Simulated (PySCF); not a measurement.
LiF, SMILES [Li][F]. Geometry optimised at PBE0-D3(BJ)/def2-TZVPD.

Give the equilibrium geometry at PBE0-D3(BJ)/def2-TZVPD (PySCF confirms it by a frequency run) as a Z-matrix, and its point group. (Estimate from the structure and the level; the computed values follow.)

point group C∞v.
```
Li
F 1 1.5680
```
